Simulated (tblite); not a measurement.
# BCl3H2O: the cost of one run

Computed with tblite 0.8.0 and PySCF 2.14.0; each step states its level. No surroundings beyond the atoms listed, unless a continuum is named. Atoms count from 0, parts from 1.

### 1 Starting point

7 atoms, charge 0, multiplicity 1; geometry: rigid parts in contact. Parts: 1 = atoms 0–3, `ClB(Cl)Cl`, charge 0; 2 = atoms 4–6, `O`, charge 0.

### 2 Docking the parts with GFN2-xTB

Job settings and geometry (Å):

```
{"job": {"kind": "dock", "xc": "GFN2-xTB", "basis": "xTB"}, "charge": 0, "multiplicity": 1, "parts": [{"atoms": "0-3", "charge": 0, "multiplicity": 1}, {"atoms": "4-6", "charge": 0, "multiplicity": 1}]}
Cl    -0.324411     1.238176    -1.153667
B      0.000121    -0.000214     0.000062
Cl    -1.182985    -0.402554     1.186850
Cl     1.507275    -0.835408    -0.033245
O      1.340380     1.490182     1.931063
H      1.504715     2.201385     2.553289
H      1.090339     0.717945     2.442000
```

Method: GFN2-xTB search for minima from random contacts, gas phase.

Command:

```sh
$ OMP_NUM_THREADS=1 python cluster_run.py task.json out
```

One launch serves the whole session: the jobs run in the order shown.

**Question.** How long does this first job take on 1 thread of Arm Neoverse V2, shared host?

About 7.4 s.
